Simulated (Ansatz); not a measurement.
Level of theory: Ansatz 0.2.0, DFT, PBE, plane waves (420 eV) with PAW, scalar-relativistic.

An element in the bcc structure gives this curve. The cell is scaled uniformly from the relaxed one, with fractional coordinates and shape fixed. Energies are extrapolated to zero smearing, pressures are those at the given smearing. Magnetic state: spin not included.

| V (Å³/atom) | E − E₀ (meV/atom) | P (GPa) |
| --- | --- | --- |
| 32.532 | 15.6 | 1.27 |
| 34.010 | 6.4 | 0.77 |
| 35.489 | 1.5 | 0.36 |
| 36.968 | 0.0 | 0.01 |
| 38.446 | 1.4 | -0.27 |
| 39.925 | 5.2 | -0.51 |
| 41.404 | 10.9 | -0.70 |

Task: Which element is it?
A. europium
B. sodium
C. bismuth
D. yttrium

Result: B. Its fit is V₀ = 36.95 Å³/atom, B₀ = 7.8 GPa, B₀′ = 3.7.
